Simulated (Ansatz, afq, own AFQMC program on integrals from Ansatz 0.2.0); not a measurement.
# CH$_{4}$Cl, doublet: AFQMC among the cluster methods

| atom | x (Å) | y (Å) | z (Å) |
| --- | --- | --- | --- |
| C | -1.9374 | 0.0000 | 0.0000 |
| H | -2.3006 | 1.0273 | 0.0000 |
| H | -2.3006 | -0.5137 | 0.8897 |
| H | -2.3006 | -0.5137 | -0.8897 |
| H | -0.7414 | 0.0000 | 0.0000 |
| Cl | 0.8736 | 0.0000 | 0.0000 |

Connectivity, by distances: CH3 ··· Cl, 1 bridging H.

Basis cc-pVTZ. Only valence electrons are correlated. AFQMC by an in-house program on the Cholesky factors that Ansatz 0.2.0 writes for its CCSD(T) run. The CISD trial takes its coefficients from CCSD amplitudes. Released means that phaseless walkers are propagated on without the constraint, phases kept. Error bars are statistical, one sigma.

Determinant: UHF, the one that the program's search chose, which needn't be the lowest solution. The geometry is a point of a scan.

No full CI on the walks' own integrals is used here. The released AFQMC energy serves as the reference, which it does only where one determinant dominates, the energy is flat over the last release times and near the phaseless one (40 meV or 2 meV an electron, half that with transition metals). On small molecules, where full CI could be run and the noise was under 10 meV, such values lay within 10 meV of it in 19 cases of 20, a flattering rate, since the rule was set on those same cases; what remains of the bias isn't in the error bar.

Cautions: the released value is read at 1.50 1/Eh with a noise of 12 meV, more than in the cases checked (meV from the phaseless value at times in 1/Eh: -17 ± 5 at 0.24, -17 ± 6 at 0.51, -19 ± 9 at 0.99, -23 ± 12 at 1.50).

* T1 diagnostic: 0.0120
* weight of the determinant in the CISD state: 0.859
* ⟨S²⟩ of the determinant: 0.780
* size of the correlated space: 15 electrons in 114 orbitals

```tsv
level	correlation energy (eV)
MP2	-10.2022
CCSD	-11.2977
CCSD(T)	-11.6954
```

(1) Estimate where phaseless AFQMC with a CISD trial lies against CCSD(T) on the same integrals.

(1) 0.72 ± 0.22 mEh below CCSD(T).

Reference: AFQMC with the constraint released, correlation energy -11.738 ± 0.012 eV.

| level | E − E(reference) (mEh) | share of correlation (%) |
| --- | --- | --- |
| CCSD(T) | 1.56 ± 0.43 | 99.64 |
| ph-AFQMC/CISD | 0.84 ± 0.48 | 99.81 |

A walk keeps the symmetry of its determinant, which the program's search chose and which needn't be the lowest solution, so a lower state of the same spin and another symmetry isn't excluded. Released energies are given only where the last usable release times agree within the noise; a slower fall can still hide under it.
